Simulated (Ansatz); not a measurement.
Ansatz (a first-principles code) input (B3LYP/6-31G*):

Ansatz 0.2 input:
```yaml
crystal:
  periodic: [false, false, false]
  atoms:
    - {symbol: C, position_ang: [-0.00000649, -0.01067593, 0.11394839]}
    - {symbol: C, position_ang: [0.00066551, 0.07736795, 1.39647970]}
    - {symbol: C, position_ang: [-0.00015992, 0.05144259, -1.23609607]}
    - {symbol: H, position_ang: [-0.00248068, -0.84834283, 1.99483716]}
    - {symbol: H, position_ang: [0.92376140, 0.06646098, -1.82067175]}
    - {symbol: H, position_ang: [-0.92427531, 0.07307428, -1.82015744]}
basis:
  gaussian:
    orbitals: 6-31G*
hamiltonian:
  xc: {name: B3LYP}
total_charge: -1
phonons: {temperatures: {t_min: 298.15, t_max: 298.15, t_step: 100}}
```

Output:

```
WARN ansatz: RAYON_NUM_THREADS=1 ignored (pool sized by the plan → 1); use --threads N
Functional definition: B3LYP
integrals: 0.01 GiB planned
588 factors; integrals over basis functions are off by at most 4.5e-4 eV
mean field: 0.12 GiB planned
mean field evaluation 1: about -3154.6036 eV, gradient 2.9e1 eV
mean field evaluation 2: about -3151.7735 eV, gradient 4.3e1 eV
mean field evaluation 4: about -3156.7155 eV, gradient 1.6e0 eV
mean field evaluation 8: about -3156.7213 eV, gradient 1.9e-2 eV
mean field -3156.72132004 eV, -116.0073688089 hartree, gradient 1.9e-5 eV, S^2 0.000000; 0 other end points of the search recorded, 0 dependent functions left out
the calculation of the forces begins
reference -3156.72150920 eV, -116.0073757603 hartree; 11, 11 occupied and 40, 40 virtual orbitals, 588 factors
these checks for a lower state are left out or cut short: stability, starts, cluster_reference, orbital_swaps, neighbouring_geometries, increment
integrals: 0.01 GiB planned
588 factors; integrals over basis functions are off by at most 4.5e-4 eV
mean field: 0.12 GiB planned
mean field evaluation 16: about -3156.7219 eV, gradient 1.3e-1 eV
mean field -3156.72128766 eV, -116.0073676190 hartree, gradient 1.0e-6 eV, S^2 0.000000; 0 other end points of the search recorded, 0 dependent functions left out
the calculation of the forces begins
reference -3156.72147678 eV, -116.0073745689 hartree; 11, 11 occupied and 40, 40 virtual orbitals, 588 factors
these checks for a lower state are left out or cut short: stability, starts, cluster_reference, orbital_swaps, neighbouring_geometries, increment
integrals: 0.01 GiB planned
588 factors; integrals over basis functions are off by at most 4.5e-4 eV
mean field: 0.12 GiB planned
mean field -3156.72127682 eV, -116.0073672207 hartree, gradient 2.2e-6 eV, S^2 0.000000; 0 other end points of the search recorded, 0 dependent functions left out
the calculation of the forces begins
reference -3156.72146602 eV, -116.0073741736 hartree; 11, 11 occupied and 40, 40 virtual orbitals, 588 factors
these checks for a lower state are left out or cut short: stability, starts, cluster_reference, orbital_swaps, neighbouring_geometries, increment
integrals: 0.01 GiB planned
588 factors; integrals over basis functions are off by at most 4.5e-4 eV
mean field: 0.12 GiB planned
mean field evaluation 32: about -3156.7211 eV, gradient 1.6e-4 eV
mean field -3156.72112444 eV, -116.0073616207 hartree, gradient 2.6e-6 eV, S^2 0.000000; 0 other end points of the search recorded, 0 dependent functions left out
the calculation of the forces begins
reference -3156.72131354 eV, -116.0073685700 hartree; 11, 11 occupied and 40, 40 virtual orbitals, 588 factors
these checks for a lower state are left out or cut short: stability, starts, cluster_reference, orbital_swaps, neighbouring_geometries, increment
integrals: 0.01 GiB planned
588 factors; integrals over basis functions are off by at most 4.5e-4 eV
mean field: 0.12 GiB planned
mean field -3156.72112331 eV, -116.0073615794 hartree, gradient 2.7e-6 eV, S^2 0.000000; 0 other end points of the search recorded, 0 dependent functions left out
the calculation of the forces begins
reference -3156.72131253 eV, -116.0073685329 hartree; 11, 11 occupied and 40, 40 virtual orbitals, 588 factors
these checks for a lower state are left out or cut short: stability, starts, cluster_reference, orbital_swaps, neighbouring_geometries, increment
integrals: 0.01 GiB planned
588 factors; integrals over basis functions are off by at most 4.5e-4 eV
mean field: 0.12 GiB planned
mean field -3156.72124424 eV, -116.0073660233 hartree, gradient 9.3e-7 eV, S^2 0.000000; 0 other end points of the search recorded, 0 dependent functions left out
the calculation of the forces begins
reference -3156.72143350 eV, -116.0073729783 hartree; 11, 11 occupied and 40, 40 virtual orbitals, 588 factors
these checks for a lower state are left out or cut short: stability, starts, cluster_reference, orbital_swaps, neighbouring_geometries, increment
integrals: 0.01 GiB planned
588 factors; integrals over basis functions are off by at most 4.4e-4 eV
mean field: 0.12 GiB planned
mean field -3156.72124558 eV, -116.0073660725 hartree, gradient 1.4e-6 eV, S^2 0.000000; 0 other end points of the search recorded, 0 dependent functions left out
the calculation of the forces begins
reference -3156.72143464 eV, -116.0073730204 hartree; 11, 11 occupied and 40, 40 virtual orbitals, 588 factors
these checks for a lower state are left out or cut short: stability, starts, cluster_reference, orbital_swaps, neighbouring_geometries, increment
integrals: 0.01 GiB planned
588 factors; integrals over basis functions are off by at most 4.4e-4 eV
mean field: 0.12 GiB planned
[...]
588 factors; integrals over basis functions are off by at most 4.5e-4 eV
mean field: 0.12 GiB planned
mean field -3156.72131161 eV, -116.0073684990 hartree, gradient 6.5e-7 eV, S^2 0.000000; 0 other end points of the search recorded, 0 dependent functions left out
the calculation of the forces begins
reference -3156.72150077 eV, -116.0073754505 hartree; 11, 11 occupied and 40, 40 virtual orbitals, 588 factors
these checks for a lower state are left out or cut short: stability, starts, cluster_reference, orbital_swaps, neighbouring_geometries, increment
integrals: 0.01 GiB planned
588 factors; integrals over basis functions are off by at most 4.5e-4 eV
mean field: 0.12 GiB planned
mean field -3156.72112408 eV, -116.0073616075 hartree, gradient 1.0e-6 eV, S^2 0.000000; 0 other end points of the search recorded, 0 dependent functions left out
the calculation of the forces begins
reference -3156.72131336 eV, -116.0073685633 hartree; 11, 11 occupied and 40, 40 virtual orbitals, 588 factors
these checks for a lower state are left out or cut short: stability, starts, cluster_reference, orbital_swaps, neighbouring_geometries, increment
integrals: 0.01 GiB planned
588 factors; integrals over basis functions are off by at most 4.5e-4 eV
mean field: 0.12 GiB planned
mean field -3156.72112586 eV, -116.0073616730 hartree, gradient 1.5e-6 eV, S^2 0.000000; 0 other end points of the search recorded, 0 dependent functions left out
the calculation of the forces begins
reference -3156.72131490 eV, -116.0073686201 hartree; 11, 11 occupied and 40, 40 virtual orbitals, 588 factors
these checks for a lower state are left out or cut short: stability, starts, cluster_reference, orbital_swaps, neighbouring_geometries, increment
integrals: 0.01 GiB planned
588 factors; integrals over basis functions are off by at most 4.4e-4 eV
mean field: 0.12 GiB planned
mean field evaluation 96: about -3156.7213 eV, gradient 2.2e-5 eV
mean field -3156.72125283 eV, -116.0073663389 hartree, gradient 1.2e-6 eV, S^2 0.000000; 0 other end points of the search recorded, 0 dependent functions left out
the calculation of the forces begins
reference -3156.72144191 eV, -116.0073732876 hartree; 11, 11 occupied and 40, 40 virtual orbitals, 588 factors
these checks for a lower state are left out or cut short: stability, starts, cluster_reference, orbital_swaps, neighbouring_geometries, increment
integrals: 0.01 GiB planned
588 factors; integrals over basis functions are off by at most 4.5e-4 eV
mean field: 0.12 GiB planned
mean field -3156.72125711 eV, -116.0073664963 hartree, gradient 7.9e-7 eV, S^2 0.000000; 0 other end points of the search recorded, 0 dependent functions left out
the calculation of the forces begins
reference -3156.72144634 eV, -116.0073734504 hartree; 11, 11 occupied and 40, 40 virtual orbitals, 588 factors
these checks for a lower state are left out or cut short: stability, starts, cluster_reference, orbital_swaps, neighbouring_geometries, increment
integrals: 0.01 GiB planned
588 factors; integrals over basis functions are off by at most 4.5e-4 eV
mean field: 0.12 GiB planned
mean field -3156.72129951 eV, -116.0073680544 hartree, gradient 2.0e-6 eV, S^2 0.000000; 0 other end points of the search recorded, 0 dependent functions left out
the calculation of the forces begins
reference -3156.72148871 eV, -116.0073750072 hartree; 11, 11 occupied and 40, 40 virtual orbitals, 588 factors
these checks for a lower state are left out or cut short: stability, starts, cluster_reference, orbital_swaps, neighbouring_geometries, increment
integrals: 0.01 GiB planned
588 factors; integrals over basis functions are off by at most 4.4e-4 eV
mean field: 0.12 GiB planned
mean field -3156.72129767 eV, -116.0073679868 hartree, gradient 1.4e-6 eV, S^2 0.000000; 0 other end points of the search recorded, 0 dependent functions left out
the calculation of the forces begins
reference -3156.72148679 eV, -116.0073749367 hartree; 11, 11 occupied and 40, 40 virtual orbitals, 588 factors
these checks for a lower state are left out or cut short: stability, starts, cluster_reference, orbital_swaps, neighbouring_geometries, increment
integrals: 0.01 GiB planned
588 factors; integrals over basis functions are off by at most 4.5e-4 eV
mean field: 0.12 GiB planned
mean field -3156.72124199 eV, -116.0073659407 hartree, gradient 1.5e-6 eV, S^2 0.000000; 0 other end points of the search recorded, 0 dependent functions left out
the calculation of the forces begins
reference -3156.72143120 eV, -116.0073728939 hartree; 11, 11 occupied and 40, 40 virtual orbitals, 588 factors
these checks for a lower state are left out or cut short: stability, starts, cluster_reference, orbital_swaps, neighbouring_geometries, increment
integrals: 0.01 GiB planned
588 factors; integrals over basis functions are off by at most 4.5e-4 eV
mean field: 0.12 GiB planned
mean field evaluation 128: about -3156.7212 eV, gradient 2.0e-5 eV
mean field -3156.72124179 eV, -116.0073659334 hartree, gradient 1.9e-6 eV, S^2 0.000000; 0 other end points of the search recorded, 0 dependent functions left out
the calculation of the forces begins
reference -3156.72143090 eV, -116.0073728831 hartree; 11, 11 occupied and 40, 40 virtual orbitals, 588 factors
these checks for a lower state are left out or cut short: stability, starts, cluster_reference, orbital_swaps, neighbouring_geometries, increment
integrals: 0.01 GiB planned
588 factors; integrals over basis functions are off by at most 4.5e-4 eV
mean field: 0.12 GiB planned
mean field -3156.72131770 eV, -116.0073687228 hartree, gradient 1.6e-6 eV, S^2 0.000000; 0 other end points of the search recorded, 0 dependent functions left out
the calculation of the forces begins
reference -3156.72150686 eV, -116.0073756746 hartree; 11, 11 occupied and 40, 40 virtual orbitals, 588 factors
these checks for a lower state are left out or cut short: stability, starts, cluster_reference, orbital_swaps, neighbouring_geometries, increment
integrals: 0.01 GiB planned
588 factors; integrals over basis functions are off by at most 4.5e-4 eV
mean field: 0.12 GiB planned
mean field -3156.72131765 eV, -116.0073687211 hartree, gradient 1.9e-6 eV, S^2 0.000000; 0 other end points of the search recorded, 0 dependent functions left out
the calculation of the forces begins
reference -3156.72150680 eV, -116.0073756722 hartree; 11, 11 occupied and 40, 40 virtual orbitals, 588 factors
these checks for a lower state are left out or cut short: stability, starts, cluster_reference, orbital_swaps, neighbouring_geometries, increment
integrals: 0.01 GiB planned
588 factors; integrals over basis functions are off by at most 4.5e-4 eV
mean field: 0.12 GiB planned
mean field -3156.72127966 eV, -116.0073673250 hartree, gradient 2.7e-6 eV, S^2 0.000000; 0 other end points of the search recorded, 0 dependent functions left out
the calculation of the forces begins
reference -3156.72146875 eV, -116.0073742739 hartree; 11, 11 occupied and 40, 40 virtual orbitals, 588 factors
these checks for a lower state are left out or cut short: stability, starts, cluster_reference, orbital_swaps, neighbouring_geometries, increment
integrals: 0.01 GiB planned
588 factors; integrals over basis functions are off by at most 4.5e-4 eV
mean field: 0.12 GiB planned
mean field -3156.72128033 eV, -116.0073673496 hartree, gradient 1.0e-6 eV, S^2 0.000000; 0 other end points of the search recorded, 0 dependent functions left out
the calculation of the forces begins
reference -3156.72146956 eV, -116.0073743036 hartree; 11, 11 occupied and 40, 40 virtual orbitals, 588 factors
Total energy: -3156.72150920 eV, -116.0073757603 hartree
Atom 0 at    -0.000006    -0.010676     0.113948 Å, force     0.000008     0.002175     0.000370 eV/Å
Atom 1 at     0.000666     0.077368     1.396480 Å, force    -0.000001    -0.000373     0.000062 eV/Å
Atom 2 at    -0.000160     0.051443    -1.236096 Å, force    -0.000004    -0.001062    -0.000721 eV/Å
Atom 3 at    -0.002481    -0.848343     1.994837 Å, force    -0.000003    -0.000759     0.000541 eV/Å
Atom 4 at     0.923761     0.066461    -1.820672 Å, force    -0.000070     0.000010    -0.000126 eV/Å
Atom 5 at    -0.924275     0.073074    -1.820157 Å, force     0.000070     0.000010    -0.000126 eV/Å
Dipole moment:    -0.000993    -0.248107    -0.376088 e Å
Vibrations: 405.66 440.31 512.58 834.92 879.54 1052.14 1128.66 1490.02 1946.18 3003.38 3063.96 3103.46 cm⁻¹, zero-point energy 1.107229 eV
```

The blocks after the first are displaced geometries, from whose forces the wavenumbers follow.

The dipole moment of an ion depends on the origin.
